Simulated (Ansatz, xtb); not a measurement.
Ranking isomers of C4H7NO

3 gas-phase structures of C4H7NO, from a drawn sample of its isomers (lower ones may exist). Each was relaxed with GFN2-xTB; where two conformers were screened, the lower at r2SCAN-D4/def2-SVP//GFN2-xTB is listed:

A. `C=C[C@@]1(N)CO1`, a singlet
B. `C=C[C@@H]1O[C@@H]1N`, a singlet
C. `C=C[C@@H]1O[C@H]1N`, a singlet

Question: Make a reasoned guess at their ranking by r2SCAN-D4/def2-SVP//GFN2-xTB single-point energy.

Answer: Calculated order at r2SCAN-D4/def2-SVP//GFN2-xTB: B (0.000), A (0.026), C (0.043) eV. Less than 1 kcal/mol parts B and A; A and C, so the order within those pairs means little.

Energies above the lowest of each column, in eV; the last columns are at r2SCAN-D4/def2-SVP geometries:

```json
{"structure": "B", "GFN2-xTB": "0.033", "HF/STO-3G": "0.044", "r2SCAN-D4/def2-SVP//GFN2-xTB": "0.000", "r2SCAN-D4/def2-SVP": "0.000", "CCSD(T)/def2-SVP + ΔMP2/def2-TZVPP": "0.000"}
{"structure": "A", "GFN2-xTB": "0.027", "HF/STO-3G": "0.010", "r2SCAN-D4/def2-SVP//GFN2-xTB": "0.026", "r2SCAN-D4/def2-SVP": "0.016", "CCSD(T)/def2-SVP + ΔMP2/def2-TZVPP": "0.011"}
{"structure": "C", "GFN2-xTB": "0.000", "HF/STO-3G": "0.000", "r2SCAN-D4/def2-SVP//GFN2-xTB": "0.043", "r2SCAN-D4/def2-SVP": "0.038", "CCSD(T)/def2-SVP + ΔMP2/def2-TZVPP": "0.018"}
```

CCSD(T)/def2-SVP + ΔMP2/def2-TZVPP has A and B and C within 1 kcal/mol of each other at the bottom, and every level picks one of them. Flexible structures stand in one conformer each, not always the lowest. ΔMP2 is the change of the MP2 energy from the smaller to the larger basis.

Programs: Ansatz 0.2.0, xtb 6.7.1.
